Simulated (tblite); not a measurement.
C2HFN2S.
Atom-mapped SMILES: `[F:1][c:2]1[n:3][n:4][cH:5][s:6]1` (hydrogens: H7 on C5)

Level: GFN2-xTB in tblite, geometry and Hessian alike; calculated harmonic values, unscaled, isolated species. This tight-binding method is rough: wavenumbers can miss measured ones by several per cent, in bad cases by 10 to 20.

Harmonic wavenumbers (cm⁻¹): 268.4, 347.3, 519.6, 547.6, 612.9, 665.3, 743.0, 794.7, 876.6, 1087.1, 1168.7, 1222.1, 1477.2, 1571.6, 3173.6.

A = 5511, B = 3468, C = 2128 MHz; mass 103.984 u (most abundant isotopes); point group Cs, symmetry number 1.

Question: Zero-point energy?

Answer: Half the sum of the wavenumbers: 7538 cm⁻¹ = 90.17 kJ/mol.

Question: Give the ideal-gas entropy at 400 K and 1 bar in the rigid-rotor, harmonic-oscillator model (classical rotation).

Answer: Translation 172.89, rotation 114.42, vibration 38.30: S = 325.6 J/(mol K).

Question: And Cp and H(400 K) − H(0)?

Answer: Cp = 93.54 J/(mol K), of which vibrations give 60.29 (their classical limit is 15 R = 124.7); H(400 K) − H(0) = 23.37 kJ/mol without the zero-point energy, 10.07 from vibrations.

Question: What must be added to the electronic energy to get the Gibbs energy at 400 K and 1 bar?

Answer: ZPE + [H(400 K) − H(0)] − T·S = 90.17 + 23.37 − 130.24 = -16.70 kJ/mol.

Question: Which modes carry the vibrational entropy at 400 K?

Answer: 268.4 cm⁻¹: 8.92; 347.3 cm⁻¹: 6.98; 519.6 cm⁻¹: 4.23; 547.6 cm⁻¹: 3.90; 612.9 cm⁻¹: 3.24; 665.3 cm⁻¹: 2.80 J/(mol K); the other 9 give 8.22 together.

Question: How do the functions run with temperature in this model?

Answer: 
```
T (K)  S (J/(mol K))  Cp (J/(mol K))  H − H(0) (kJ/mol)  G − H(0) (kJ/mol)  ln q(vib)
  100          242.5            38.0               3.43             -20.82       0.03
  200          274.2            56.7               8.11             -46.73       0.32
  300          301.1            76.9              14.82             -75.51       0.87
  500          347.9           106.2              33.39            -140.56       2.36
  800          403.4           128.5              69.05            -253.64       4.80
 1000          432.9           136.3              95.58            -337.35       6.35
```

q(vib) and H(0) count from the zero-point level.

Hindered rotation and anharmonicity are outside this model.
